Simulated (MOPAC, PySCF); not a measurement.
System: C₂H₆O, singlet: bend at the central O, local threefold symmetry of each CH3 group. Scanned: C-O-C angle. Other coordinates (O-C length, H-C-O angle, C-H length) were minimised at PBE0/def2-TZVP.

- AM1, restricted, heats of formation (MOPAC)
- PM7, restricted, heats of formation (MOPAC)
- RHF/def2-TZVP, density fitting (PySCF)

Energies in kJ/mol, each method relative to its own lowest point.

```csv
a / °,AM1,PM7,RHF
180,225.0,153.1,144.3
172.50,217.1,149.6,140.0
165,195.0,139.1,127.7
157.50,162.7,121.8,108.8
150,125.7,98.7,85.8
142.50,[?],72.2,[?]
135,[?],45.7,37.5
127.50,26.4,22.8,17.5
120,7.3,[?],4.0
112.50,0.0,0.0,0.0
105,8.8,6.8,9.5
97.50,39.2,32.0,38.0
90,98.2,[?],93.1
```

Question: Fill in the missing entries.

Answer: 
- 142.50, AM1: 88.3
- 142.50, RHF: 61.1
- 135, AM1: 54.3
- 120, PM7: 6.5
- 90, PM7: 81.7
